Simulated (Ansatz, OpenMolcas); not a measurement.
**NH3 (ammonia): the vertical ionisation energy from total energies**

NH3 has 4 atoms, charge 0, and is taken as a singlet. SMILES: `N`. The coordinates come from a PBE0-D4/def2-TZVP relaxation.

```xyz
4

N    -0.0699    0.2495    0.1109
H     0.4905   -0.3018    0.7492
H    -0.8875   -0.3019   -0.1189
H     0.4669    0.3543   -0.7412
```

Both states at this one shape; open shells run unrestricted unless said. 1 Eh = 27.2114 eV.

| level | program | singlet NH3 (Eh) | doublet [NH3]+ (Eh) | HOMO of the first (eV) |
| --- | --- | --- | --- | --- |
| HF/STO-3G, open shells restricted | OpenMolcas | -55.453991 | -55.171911 | -9.56 |
| PBE/aug-pcseg-1 | Ansatz | -56.479038 | -56.075774 | -6.17 |
| PBE/aug-pcseg-3 | Ansatz | -56.516955 | -56.115189 | -6.16 |
| M06-2X/STO-3G | OpenMolcas | -55.776880 | -55.447165 | -6.03 |

Question: Work out the vertical ionisation energy at each level.

Answer: 
1. HF/STO-3G, open shells restricted: -55.171911 − (-55.453991) = 0.282080 Eh = 7.68 eV; −ε(HOMO) = 9.56 eV; against experiment -3.14 eV.
2. PBE/aug-pcseg-1: -56.075774 − (-56.479038) = 0.403264 Eh = 10.97 eV; −ε(HOMO) = 6.17 eV; against experiment +0.15 eV.
3. PBE/aug-pcseg-3: -56.115189 − (-56.516955) = 0.401766 Eh = 10.93 eV; −ε(HOMO) = 6.16 eV; against experiment +0.11 eV.
4. M06-2X/STO-3G: -55.447165 − (-55.776880) = 0.329715 Eh = 8.97 eV; −ε(HOMO) = 6.03 eV; against experiment -1.85 eV.

The measured vertical value is 10.82 eV (NIST CCCBDB). In Hartree–Fock, −ε(HOMO) (Koopmans) exceeds the difference of totals by the orbital relaxation of the ion. In semi-local functionals −ε(HOMO) lies far under the ionisation energy, a result of self-interaction, while the difference of totals does much better. Hartree–Fock favours the state with fewer electron pairs, since it lacks pair correlation. Minimal sets are far from the basis-set limit.
